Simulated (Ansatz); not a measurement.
System: rutile CrO2. Method: PBE+U (plane waves, PAW; Ansatz, a program for electronic structure).

Settings: plane-wave cutoff 500 eV, 10×10×14 k mesh (along the axes of the cell as run), Fermi–Dirac smearing 0.05 eV, U_eff Cr 3.7 eV, ferromagnetic start, spin-polarised with parallel moments, scalar-relativistic PAW data made under PBE.

Computed at the level's own relaxed cell.

Task: What does this level give for the volume per atom, equilibrium lattice constant a, c axis length and magnetic moment (largest site, within a sphere)?

Result: 
- volume per atom = 9.94 Å³/atom
- equilibrium lattice constant a = 4.480 Å
- c axis length = 2.971 Å
- magnetic moment (largest site, within a sphere) = 2.09 μB

Measured, for comparison: lattice constant a 4.419 Å, lattice parameter c 2.915 Å (room temperature, not corrected to a static lattice; as tabulated in Hiroi (2015), arXiv:1503.02262). Computed (rounded) less measured: lattice constant a +1.4 %, lattice parameter c +1.9 %.

Note: the run warned that the count of filled bands differs between k points.

Moments are spin moments.

The computed numbers hold no vibrational or temperature effects.

It cost about 2.7 core-minutes (a rough figure) of CPU time.
